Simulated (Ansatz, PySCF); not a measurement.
Dissociation curve of SMILES NC (CH5N). The C1–N5 bond (C1 also carries H, H, H; N5 carries H, H) is pulled apart rigidly from the PBE0/def2-TZVP optimised geometry.

Levels: UKS-BHandHLYP = PySCF with unrestricted BHandHLYP/def2-TZVP; RKS-BHandHLYP = restricted BHandHLYP/def2-TZVP run with PySCF; UKS-B3LYP/6-31G* = unrestricted B3LYP/6-31G*, spherical d (PySCF); UKS-PBE = unrestricted PBE/def2-TZVP in Ansatz (an electronic-structure program).

Energies are in eV, each relative to the lowest point of its own curve near equilibrium.

```json
[
 {"R / Å": "1.17", "UKS-BHandHLYP": "2.357", "RKS-BHandHLYP": "2.357", "UKS-B3LYP/6-31G*": "2.549", "UKS-PBE": "2.455"},
 {"R / Å": "1.25", "UKS-BHandHLYP": "1.018", "RKS-BHandHLYP": "1.018", "UKS-B3LYP/6-31G*": "1.134", "UKS-PBE": "1.100"},
 {"R / Å": "1.32", "UKS-BHandHLYP": "0.374", "RKS-BHandHLYP": "0.374", "UKS-B3LYP/6-31G*": "0.441", "UKS-PBE": "0.433"},
 {"R / Å": "1.36", "UKS-BHandHLYP": "0.166", "RKS-BHandHLYP": "0.166", "UKS-B3LYP/6-31G*": "0.210", "UKS-PBE": "0.209"},
 {"R / Å": "1.40", "UKS-BHandHLYP": "0.047", "RKS-BHandHLYP": "0.047", "UKS-B3LYP/6-31G*": "0.071", "UKS-PBE": "0.072"},
 {"R / Å": "1.45", "UKS-BHandHLYP": "0.000", "RKS-BHandHLYP": "0.000", "UKS-B3LYP/6-31G*": "0.000", "UKS-PBE": "0.000"},
 {"R / Å": "1.50", "UKS-BHandHLYP": "0.040", "RKS-BHandHLYP": "0.040", "UKS-B3LYP/6-31G*": "0.019", "UKS-PBE": "0.013"},
 {"R / Å": "1.55", "UKS-BHandHLYP": "0.148", "RKS-BHandHLYP": "0.148", "UKS-B3LYP/6-31G*": "0.106", "UKS-PBE": "0.091"},
 {"R / Å": "1.59", "UKS-BHandHLYP": "0.270", "RKS-BHandHLYP": "0.270", "UKS-B3LYP/6-31G*": "0.212", "UKS-PBE": "0.189"},
 {"R / Å": "1.69", "UKS-BHandHLYP": "0.675", "RKS-BHandHLYP": "0.675", "UKS-B3LYP/6-31G*": "0.578", "UKS-PBE": "0.527"},
 {"R / Å": "1.80", "UKS-BHandHLYP": "1.212", "RKS-BHandHLYP": "1.212", "UKS-B3LYP/6-31G*": "1.073", "UKS-PBE": "0.988"},
 {"R / Å": "1.97", "UKS-BHandHLYP": "2.097", "RKS-BHandHLYP": "2.097", "UKS-B3LYP/6-31G*": "1.891", "UKS-PBE": "1.749"},
 {"R / Å": "2.18", "UKS-BHandHLYP": "3.107", "RKS-BHandHLYP": "3.136", "UKS-B3LYP/6-31G*": "2.848", "UKS-PBE": "2.632"},
 {"R / Å": "2.42", "UKS-BHandHLYP": "3.679", "RKS-BHandHLYP": "4.154", "UKS-B3LYP/6-31G*": "3.650", "UKS-PBE": "3.468"},
 {"R / Å": "2.64", "UKS-BHandHLYP": "3.878", "RKS-BHandHLYP": "4.912", "UKS-B3LYP/6-31G*": "3.982", "UKS-PBE": "3.934"},
 {"R / Å": "2.90", "UKS-BHandHLYP": "3.971", "RKS-BHandHLYP": "5.616", "UKS-B3LYP/6-31G*": "4.154", "UKS-PBE": "4.197"},
 {"R / Å": "3.18", "UKS-BHandHLYP": "4.010", "RKS-BHandHLYP": "6.187", "UKS-B3LYP/6-31G*": "4.230", "UKS-PBE": "4.325"},
 {"R / Å": "3.53", "UKS-BHandHLYP": "4.028", "RKS-BHandHLYP": "6.699", "UKS-B3LYP/6-31G*": "4.270", "UKS-PBE": "4.391"},
 {"R / Å": "3.90", "UKS-BHandHLYP": "4.034", "RKS-BHandHLYP": "7.071", "UKS-B3LYP/6-31G*": "4.287", "UKS-PBE": "4.417"},
 {"R / Å": "4.40", "UKS-BHandHLYP": "4.035", "RKS-BHandHLYP": "7.398", "UKS-B3LYP/6-31G*": "4.295", "UKS-PBE": "4.427"}
]
```

At the longest distance, 4.40 Å, RKS-BHandHLYP lies highest above its minimum (7.398 eV) and UKS-BHandHLYP lowest (4.035 eV).

The unrestricted determinant behind UKS-BHandHLYP is spin-contaminated at 2.18 to 4.40 Å (<S²> up to 1.0, against 0.00 for a pure singlet). The restricted form behind RKS-BHandHLYP keeps the bonding electrons paired and can't separate into open-shell fragments. The unrestricted determinant behind UKS-B3LYP/6-31G*, UKS-PBE is spin-contaminated at 2.42 to 4.40 Å (<S²> up to 1.0, against 0.00 for a pure singlet).
